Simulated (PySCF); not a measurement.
# C2H6S: the cost of one run

Computed with PySCF 2.14.0, with density-fitted response routines of our own, on a single molecule in the gas phase. Atoms are numbered from 0 throughout.

## Step 1: The molecule as given

9 atoms, charge 0, multiplicity 1; geometry from: MMFF94s. The atoms were then displaced at random by about 0.03 Å, so the start is not that level's minimum.

Bonds of the start (Å): C0–S1 1.88, S1–C2 1.83, C0–H3 1.02, C0–H4 1.08, C0–H5 1.14, C2–H6 1.13, C2–H7 1.00, C2–H8 1.16.

## Step 2: Geometry optimisation at PBE0-D3(BJ)/def2-SVP

Job settings and geometry (Å):

```
{"job": {"xc": "PBE0", "basis": "def2-SVP", "d3": "d3bj", "grid": 1, "shake": 0.03, "kind": "geom"}, "charge": 0, "multiplicity": 1}
C      1.347170     0.347440     0.274340
S      0.011990     0.520080    -1.040250
C     -1.345270    -0.407640    -0.240250
H      1.644540    -0.613610     0.443300
H      2.178110     0.930950    -0.096130
H      0.913600     0.904310     1.175460
H     -0.925550    -1.428230    -0.008260
H     -2.112560    -0.426920    -0.884440
H     -1.579290     0.104200     0.777830
```

Run with:

```
OMP_NUM_THREADS=1 python probes_run.py task.json out
```

This one command runs all jobs of the session in turn.

Q: Estimate the wall time and peak memory of this first job on 1 thread of Intel Xeon 6975P-C, shared host.

About 13 s, with a peak of 0.32 GiB.
